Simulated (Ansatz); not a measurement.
Born–Oppenheimer molecular dynamics of C2H3ClO (7 atoms, charge 0, multiplicity 1). It starts from a relaxed structure.

Computed with RKS PBE/def2-SVP in Ansatz 0.2.0.

```json
{
  "ensemble": "NVE (Milne-controlled integrator)",
  "time step": "0.25 fs",
  "steps asked": "150",
  "starting velocities drawn for": "1000 K",
  "masses": "H 10 u",
  "seed": "830532"
}
```

First frame:

```xyz
7
Properties=species:S:1:pos:R:3
C 0.147 0.669 0.111
C 0.023 -0.826 0.026
O 0.696 -1.652 0.565
Cl -1.361 -1.312 -1.064
H 0.986 0.936 0.779
H -0.802 1.100 0.487
H 0.310 1.085 -0.903
```

(1) What does the run give?

(2) What happens to the structure?

(3) How do temperature and energy run in time?

Answers

(1) The run went to its last step.

| Property | Result |
| --- | --- |
| steps done | 150 |
| time covered | 37.5 fs |
| mean temperature over the second half | 400 K |
| spread of the potential energy over the second half | 7.5 meV per atom |
| mean potential energy of the second half above the start | 55.4 meV per atom |

The conserved energy stayed within 0.00029 meV per atom of its start (net change 0.00014 meV per atom), so the integration is sound. A run of 0.037 ps of so small a system gives no equilibrium averages.

(2) The same pairs are bonded in the first frame and the last. Pairs count as bonded within 1.25 times the sum of covalent radii (0.12 Å more for H–H). The details hang on the random start.

(3) 
```csv
time (fs),T (K),potential energy less start (eV),conserved less start (meV/atom)
0.0,1000,0.000,0.00
3.0,763,0.153,0.00
6.0,495,0.327,0.00
9.0,548,0.292,0.00
12.0,595,0.262,0.00
15.0,527,0.306,0.00
18.0,367,0.409,0.00
21.0,244,0.489,0.00
24.0,377,0.402,0.00
27.0,509,0.317,0.00
30.0,459,0.349,0.00
33.0,417,0.377,0.00
36.0,414,0.379,0.00
```

Time of the run: 6.3 min on 1 thread of AMD EPYC (Zen 3), with other jobs on the host, peak memory 0.1 GiB.
